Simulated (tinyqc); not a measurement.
Worked calculation: Hueckel theory of the pi electrons, for the molecule ClC1=CC=C1 (SMILES; centres numbered as the heavy atoms are written). Computed by tinyqc, a small Python program that keeps every step. Settings: charge = 0. Command: `OMP_NUM_THREADS=1 python tinyqc.py 23067 23068 out.jsonl` (the two numbers bound the seeds that draw the settings). One thread of a shared host (Intel(R) Xeon(R) Processor @ 2.60GHz), about 0.01 s of CPU time with the checks.

## The Hueckel matrix

Centres:

| centre | z_r, pi electrons of the neutral centre | h |
|---|---|---|
| 1Cl | 2 | 2.000000 |
| 2C | 1 | 0.000000 |
| 3C | 1 | 0.000000 |
| 4C | 1 | 0.000000 |
| 5C | 1 | 0.000000 |

Bonds:

| i | j | k |
|---|---|---|
| 1 | 2 | 0.400000 |
| 2 | 3 | 1 |
| 3 | 4 | 1 |
| 4 | 5 | 1 |
| 5 | 2 | 1 |

H_rr = alpha + h_r beta, H_rs = k_rs beta for bonded centres.

Hueckel matrix in units of beta (H = alpha + beta A):
```
          1Cl        2C        3C        4C        5C
1Cl  2.000000  0.400000  0.000000  0.000000  0.000000
2C   0.400000  0.000000  1.000000  0.000000  1.000000
3C   0.000000  1.000000  0.000000  1.000000  0.000000
4C   0.000000  0.000000  1.000000  0.000000  1.000000
5C   0.000000  1.000000  0.000000  1.000000  0.000000
```

## Orbitals

pi electrons, sum of z_r less the charge = 6

Diagonalise; E = alpha + x beta with beta < 0, so the largest x are filled first; degenerate levels share their electrons. P = sum n_i c_ri c_si; each orbital has its largest coefficient positive (the first on a tie).

x values: 2.224007  1.825309  0.000000  -0.039216  -2.010100

occupations: 2.000000  2.000000  2.000000  0.000000  0.000000

coefficients:
```
          MO1        MO2        MO3        MO4        MO5
1Cl  0.742155   0.654071   0.000000   0.137309  -0.050435
2C   0.415619  -0.285651   0.000000  -0.700005   0.505625
3C   0.313739  -0.391515   0.707107  -0.013736  -0.498092
4C   0.282139  -0.428984   0.000000   0.700544   0.495589
5C   0.313739  -0.391515  -0.707107  -0.013736  -0.498092
```

charge and bond-order matrix P:
```
           1Cl        2C         3C         4C         5C
1Cl   1.957205  0.243236  -0.046471  -0.142391  -0.046471
2C    0.243236  0.508671   0.484465   0.479604   0.484465
3C   -0.046471  0.484465   1.503432   0.512943  -0.496568
4C   -0.142391  0.479604   0.512943   0.527260   0.512943
5C   -0.046471  0.484465  -0.496568   0.512943   1.503432
```

## Energy, charges, bond orders

E = sum n x; q_r = z_r - P_rr; bond order p = P_rs; free valence = sqrt(3) - sum of p over the bonds of the atom.

pi energy = 6 alpha + this times beta = 8.098632

pi charges: 1Cl 0.042795, 2C 0.491329, 3C -0.503432, 4C 0.472740, 5C -0.503432

Bond orders and lengths from R = 1.517 - 0.180 p (angstrom, C-C alone):

| bond | p | R |
|---|---|---|
| 1-2 | 0.243236 | - |
| 2-3 | 0.484465 | 1.429796 |
| 3-4 | 0.512943 | 1.424670 |
| 4-5 | 0.512943 | 1.424670 |
| 5-2 | 0.484465 | 1.429796 |

free valence of the carbons: 2C 0.519885, 3C 0.734643, 4C 0.706164, 5C 0.734643

gap between the highest filled and the next level = 0.039216 |beta|
